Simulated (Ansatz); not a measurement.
A first, cheap relaxation of `CCCOC`.

```yaml
crystal:
  periodic: [false, false, false]
  atoms:
    - {symbol: C, position_ang: [-1.589200, -0.720200, -1.026400]}
    - {symbol: C, position_ang: [-0.369200, -1.292400, -0.324600]}
    - {symbol: C, position_ang: [0.655900, -0.235600, -0.010800]}
    - {symbol: O, position_ang: [0.122200, 0.699200, 0.881000]}
    - {symbol: C, position_ang: [1.013900, 1.750900, 1.196100]}
    - {symbol: H, position_ang: [-1.331800, -0.280800, -2.007900]}
    - {symbol: H, position_ang: [-2.287700, -1.588400, -1.279200]}
    - {symbol: H, position_ang: [-2.085800, 0.025200, -0.473800]}
    - {symbol: H, position_ang: [0.066200, -2.095900, -0.947400]}
    - {symbol: H, position_ang: [-0.676200, -1.796400, 0.624500]}
    - {symbol: H, position_ang: [1.528800, -0.688800, 0.440100]}
    - {symbol: H, position_ang: [0.980700, 0.212500, -0.915700]}
    - {symbol: H, position_ang: [0.605700, 2.455600, 1.899300]}
    - {symbol: H, position_ang: [1.954900, 1.299600, 1.655400]}
    - {symbol: H, position_ang: [1.337900, 2.305500, 0.251200]}
basis:
  gaussian: {orbitals: def2-SVP}
hamiltonian: {xc: pbe, dispersion: d4}
relax: {f_tol: 0.03, max_steps: 200}
```

```sh
$ ansatz run in.yaml --threads 4 --pin off --events-out ev --progress --plain
```

It prints (some lines left out):

```
Functional definition: PBE
mean field -6344.63168258 eV, -233.1609137888 hartree, gradient 3.3e-5 eV, S^2 0.000000; 0 other end points of the search recorded, 0 dependent functions left out
relax step   1: F+E_penalty+E_count = -6344.87465922 eV  Δ(F+E_penalty+E_count) = +0.000e0 eV  max|allowed force component| = 2.478e0 eV/Å  Δτ_max = 0.0000 Å  (28 SCF iters, accepted)
mean field -6344.88344066 eV, -233.1701657279 hartree, gradient 1.4e-5 eV, S^2 0.000000; 0 other end points of the search recorded, 0 dependent functions left out
relax step   2: F+E_penalty+E_count = -6345.12559090 eV  Δ(F+E_penalty+E_count) = -2.509e-1 eV  max|allowed force component| = 6.071e-1 eV/Å  Δτ_max = 0.0632 Å  (29 SCF iters, accepted)
mean field -6344.90920025 eV, -233.1711123752 hartree, gradient 2.0e-5 eV, S^2 0.000000; 0 other end points of the search recorded, 0 dependent functions left out
relax step   3: F+E_penalty+E_count = -6345.15124651 eV  Δ(F+E_penalty+E_count) = -2.566e-2 eV  max|allowed force component| = 4.696e-2 eV/Å  Δτ_max = 0.0358 Å  (29 SCF iters, accepted)
mean field -6344.91000979 eV, -233.1711421253 hartree, gradient 1.8e-5 eV, S^2 0.000000; 0 other end points of the search recorded, 0 dependent functions left out
relax step   4: F+E_penalty+E_count = -6345.15198455 eV  Δ(F+E_penalty+E_count) = -7.380e-4 eV  max|allowed force component| = 2.076e-2 eV/Å  Δτ_max = 0.0158 Å  (29 SCF iters, accepted)
mean field -6344.91000979 eV, -233.1711421253 hartree, gradient 2.2e-5 eV, S^2 0.000000; 1 other end points of the search recorded, 0 dependent functions left out
Total energy: -6345.15201898 eV, -233.1800357989 hartree
Atom 0 at    -1.604861    -0.739232    -1.040418 Å, force     0.010474     0.019838     0.009203 eV/Å
Atom 1 at    -0.376116    -1.311633    -0.332362 Å, force    -0.004581    -0.015916     0.001929 eV/Å
Atom 2 at     0.680840    -0.262860    -0.011191 Å, force    -0.009267     0.014178    -0.010962 eV/Å
Atom 3 at     0.126864     0.702790     0.859595 Å, force     0.014052    -0.006090    -0.000777 eV/Å
Atom 4 at     1.023459     1.735510     1.176312 Å, force    -0.020765    -0.000401     0.005200 eV/Å
Atom 5 at    -1.328561    -0.274535    -2.010424 Å, force    -0.003725    -0.000627    -0.004251 eV/Å
Atom 6 at    -2.361215    -1.522993    -1.245902 Å, force     0.002750    -0.003100     0.004711 eV/Å
Atom 7 at    -2.079511     0.045035    -0.418103 Å, force     0.006963    -0.002104    -0.006699 eV/Å
Atom 8 at     0.101907    -2.100098    -0.952811 Å, force     0.000615    -0.001161    -0.000550 eV/Å
Atom 9 at    -0.678835    -1.801651     0.618316 Å, force     0.001197    -0.004911     0.002154 eV/Å
Atom 10 at     1.579519    -0.742331     0.456553 Å, force    -0.010403    -0.000182    -0.004548 eV/Å
Atom 11 at     1.038036     0.225713    -0.956584 Å, force     0.001031    -0.003126     0.005892 eV/Å
Atom 12 at     0.508748     2.433805     1.865608 Å, force     0.004572     0.001337    -0.002545 eV/Å
Atom 13 at     1.946425     1.355572     1.681811 Å, force     0.005153     0.000335     0.005282 eV/Å
Atom 14 at     1.349601     2.306909     0.271400 Å, force     0.001935     0.001931    -0.004039 eV/Å
Dipole moment:     0.195405     0.013724    -0.061214 e Å
```

Hardware: 4 threads of a server CPU on a shared host. Wall time 4.7 s, peak host memory 0.19 GiB.
